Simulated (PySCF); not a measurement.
**Adding and removing an electron: Cl2**

RHF-CCSD; PySCF, no relativity, basis sets Cl def2-TZVPPD. Neutral (RHF): singlet (closed shell), Re = 1.999 Å, ωe = 565 cm⁻¹, De = 2.16 eV.

Cl₂⁺ (UHF): doublet (π ↑), Re = 1.894 Å, ωe = 665 cm⁻¹, De = 3.44 eV to Cl⁺ + Cl. The energies at the minima are -919.39850 hartree for Cl2 and -918.97936 for Cl₂⁺.

Q: Work out the adiabatic ionisation energy, without and with harmonic zero-point energies (1 hartree = 27.2114 eV, 1 eV = 8065.5 cm⁻¹), and the change of the bond length.

A: At CCSD: 0.41914 hartree = 11.405 eV between the minima; the zero-point term (665.0 − 565.0)/2 cm⁻¹ = +0.006 eV makes it 11.412 eV. Re changes by -10.5 pm against the neutral. The electron leaves a π orbital, and the shorter bond of the ion fits an antibonding orbital, or a change in how ionic the bond is.

Cl₂⁻ (UHF): doublet (σ ↑), Re = 2.602 Å, ωe = 254 cm⁻¹. The energies at the minima are -919.39850 hartree for Cl2 and -919.48431 for Cl₂⁻.

Q: Work out the adiabatic electron affinity, without and with harmonic zero-point energies (1 hartree = 27.2114 eV, 1 eV = 8065.5 cm⁻¹), and the change of the bond length.

A: At CCSD: 0.08581 hartree = 2.335 eV between the minima; the zero-point term (565.0 − 254.0)/2 cm⁻¹ = +0.019 eV makes it 2.354 eV. Re changes by +60.3 pm against the neutral. The electron enters a σ orbital, and the ion is left as a loose complex of an ion and an atom.

Correlated steps freeze 10 core orbitals. Where the molecule has an RHF reference, its open-shell atoms are computed with UHF. States were picked by a PBE0 search and need not be the measured ground states.

Neutral and ion stand on different kinds of reference determinant, which adds to the error of the difference.
